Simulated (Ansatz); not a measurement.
The input, for Ansatz 0.2.0:

```yaml
crystal:
  periodic: [false, false, false]
  atoms:
    - {symbol: Al, position_ang: [0.000000, 0.000000, 0.000000]}
    - {symbol: O, position_ang: [0.000000, 0.000000, 4.839000]}
basis:
  gaussian: {orbitals: 6-31G}
magnetization: {spin_polarized: true, initial_magnetization: 3}
hamiltonian: {xc: {name: PBE}}
correlation: {method: rpa, electrons: outside_noble_gas}
```

```sh
$ ansatz run in.yaml --threads 1 --pin off --events-out ev --progress --plain --max-ram 2393MiB
```

The program prints:

```
213 factors; integrals over basis functions are off by at most 3.2e-4 eV
mean field evaluation 1: about -8620.7049 eV, gradient 3.3e1 eV
mean field evaluation 2: about -8620.6919 eV, gradient 3.3e1 eV
mean field evaluation 4: about -8620.0787 eV, gradient 2.6e1 eV
mean field evaluation 8: about -8630.7928 eV, gradient 6.9e-1 eV
mean field evaluation 16: about -8630.8427 eV, gradient 4.7e-2 eV
mean field evaluation 32: about -8620.7049 eV, gradient 3.3e1 eV
mean field evaluation 64: about -8630.7780 eV, gradient 2.3e0 eV
mean field evaluation 96: about -8630.8198 eV, gradient 7.1e-2 eV
mean field evaluation 128: about -8630.8440 eV, gradient 4.3e-2 eV
mean field evaluation 160: about -8630.8448 eV, gradient 5.0e-3 eV
mean field evaluation 192: about -8630.8202 eV, gradient 4.3e-2 eV
mean field evaluation 224: about -8630.8252 eV, gradient 5.2e-2 eV
mean field evaluation 256: about -8630.8468 eV, gradient 7.1e-1 eV
mean field -8630.84478893 eV, -317.1776957966 hartree, gradient 9.4e-7 eV, S^2 3.751241; 14 other end points of the search recorded, 0 dependent functions left out
6 core orbitals not correlated: weight in the atoms' cores, before any rotation towards them, 1.000 or more for the frozen orbitals, at most 0.000 for the correlated occupied ones
reference -8615.97309242 eV, -316.6311710303 hartree; 6, 3 occupied and 10, 13 virtual orbitals, 213 factors
Total energy: -8620.58079068 eV, -316.8005008179 hartree
```

Ran on 1 thread of Arm Neoverse V2, shared host: 14 s wall, 0.08 GiB peak host memory.
